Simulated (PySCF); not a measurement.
# One shape, several levels: O2 (oxygen)

Wanted: a comparison of 6 runs (UHF/3-21G, U-r2SCAN/aug-cc-pVTZ, U-wB97M-V/aug-cc-pVTZ, UB3LYP/aug-cc-pVTZ, UM06-L/aug-cc-pVTZ, UPBE0/aug-cc-pVTZ) of O2 (oxygen). The job is set up through a Python script.

Program for the calculation: PySCF 2.14.0.

1 further run of the same task is left out (set aside as unsound or not needed).

### 1 The molecule

O2: 2 atoms, total charge 0, spin state triplet. SMILES: `O=O`. The coordinates come from a GFN2-xTB relaxation.

Bond lengths: O1–O2 1.210 Å.

### 2 The energy at UHF/3-21G (run 1)

File job.py:

```python
from pyscf import gto

molecule = gto.Mole()
molecule.atom = [
    ('O', (0.516930, -0.167240, 0.266250)),
    ('O', (-0.516930, 0.167240, -0.266250)),
]
molecule.charge = 0
molecule.verbose = 3
molecule.basis = '3-21g'
molecule.max_memory = 1860
molecule.spin = 2
molecule.build()

hf = molecule.UHF()
hf.conv_tol = 1e-10
hf.kernel()
if not hf.converged:
    hf = hf.newton().run(hf.mo_coeff, hf.mo_occ)

e_final = hf.e_tot
print('Final energy', e_final)
```

The run is started by

```bash
OMP_NUM_THREADS=1 python job.py
```

Output:

```text
WARN: HOMO -0.202744242434732 >= LUMO -0.202744242434734

converged SCF energy = -148.767793919091  <S^2> = 2.0193484  2S+1 = 3.0128713
Final energy -148.76779391909125
```

Wall time 0.85 s (1 thread of AMD EPYC 7B13 (Zen 3), shared host); peak memory 0.12 GiB.

### 3 A single-point energy at U-r2SCAN/aug-cc-pVTZ (run 2)

File input.py:

```python
from pyscf import gto, dft

mol = gto.M(
    atom=[
    ('O', (0.516930, -0.167240, 0.266250)),
    ('O', (-0.516930, 0.167240, -0.266250)),
],
    max_memory=1860,
    charge=0,
    spin=2,
    verbose=3,
    basis='aug-cc-pvtz',
)

mf = dft.UKS(mol)
mf.xc = 'r2scan'
mf.conv_tol = 1e-10
mf.grids.level = 5
mf.kernel()
if not mf.converged:
    mf = mf.newton().run(mf.mo_coeff, mf.mo_occ)

e_tot = mf.e_tot
print('E(%s) = %.9f' % ('R2SCAN', e_tot))
```

The run is started by

```bash
OMP_NUM_THREADS=1 python input.py
```

Output:

```text
WARN: HOMO -0.24299036231906 >= LUMO -0.242990679911708

converged SCF energy = -150.319475027154  <S^2> = 2.0105675  2S+1 = 3.0070367
E(R2SCAN) = -150.319475027
```

Wall time 11 s (1 thread of AMD EPYC 7B13 (Zen 3), shared host); peak memory 0.48 GiB.

Runs 3 to 4 aren't shown in full; the table further down has their settings and results.

### 4 The energy at UM06-L/aug-cc-pVTZ (run 5)

File job.py:

```python
# O=O
from pyscf import gto, dft

molecule = gto.M(
    atom='''
O      0.516930    -0.167240     0.266250
O     -0.516930     0.167240    -0.266250
''',
    spin=2,
    basis='aug-cc-pvtz',
    verbose=4,
    charge=0,
    max_memory=1860,
)

mf = dft.UKS(molecule, xc='m06-l')
mf.conv_tol = 1e-10
mf.grids.level = 5
mf.kernel()
if not mf.converged:
    mf = mf.newton().run(mf.mo_coeff, mf.mo_occ)

e_final = mf.e_tot
print(f'total energy: {e_final:.8f} hartree')
```

The run is started by

```bash
OMP_NUM_THREADS=1 python job.py
```

Output:

```text
PySCF version 2.14.0

[... 51 lines left out ...]
WARN: HOMO -0.240180702110349 >= LUMO -0.240180821904606
[... 34 lines left out ...]
converged SCF energy = -150.358529200614  <S^2> = 2.0105848  2S+1 = 3.0070483
total energy: -150.35852920 hartree
```

It took 11 s on 1 thread of AMD EPYC 7B13 (Zen 3), shared host; peak memory 0.48 GiB.

### 5 A single-point energy at UPBE0/aug-cc-pVTZ (run 6)

File job.py:

```python
from pyscf import gto, dft

system = gto.Mole()
system.atom = 'O 0.516930 -0.167240 0.266250; O -0.516930 0.167240 -0.266250'
system.spin = 2
system.charge = 0
system.basis = 'aug-cc-pvtz'
system.max_memory = 1860
system.verbose = 3
system.build()

mf = dft.UKS(system)
mf.xc = 'pbe0'
mf.grids.level = 5
mf.conv_tol = 1e-10
mf.kernel()
if not mf.converged:
    mf = mf.newton().run(mf.mo_coeff, mf.mo_occ)

etot = mf.e_tot
print('E(%s) = %.9f' % ('PBE0', etot))
```

The run is started by

```bash
OMP_NUM_THREADS=1 python job.py
```

Output:

```text
WARN: HOMO -0.242606234928082 >= LUMO -0.242606251472649

converged SCF energy = -150.229780099672  <S^2> = 2.0103646  2S+1 = 3.0069018
E(PBE0) = -150.229780100
```

Wall time 6.6 s (1 thread of AMD EPYC 7B13 (Zen 3), shared host); peak memory 0.43 GiB.

### 6 Overview of the runs

| run | level | integration grid | nlc grid | energy (Eh) | dipole moment (D) | HOMO energy (eV) | LUMO energy (eV) | wall time |
| --- | --- | --- | --- | --- | --- | --- | --- | --- |
| 1 | UHF/3-21G | – | – | -148.767794 | 0.00 | -14.91 | 3.21 | 0.85 s |
| 2 | U-r2SCAN/aug-cc-pVTZ | 5 | – | -150.319475 | 0.00 | -7.48 | -4.04 | 11 s |
| 3 | U-wB97M-V/aug-cc-pVTZ | 5 | 1 | -150.345000 | 0.00 | -11.42 | -0.59 | 21 s |
| 4 | UB3LYP/aug-cc-pVTZ | 5 | – | -150.384583 | 0.00 | -8.75 | -3.47 | 6.6 s |
| 5 | UM06-L/aug-cc-pVTZ | 5 | – | -150.358529 | 0.00 | -7.18 | -4.08 | 11 s |
| 6 | UPBE0/aug-cc-pVTZ | 5 | – | -150.229780 | 0.00 | -9.06 | -2.96 | 6.6 s |

### 7 Results

```
                                 quantity          value
                      run 6: total energy  -150.22978 Eh
                     run 6: dipole moment         0.00 D
run 6: HOMO energy (highest over α and β)       -9.06 eV
 run 6: LUMO energy (lowest over α and β)       -2.96 eV
                              run 6: ⟨S²⟩          2.010
```

Totals of different functionals can't be ranked against each other. All runs together took 58 s, the longest 21 s.
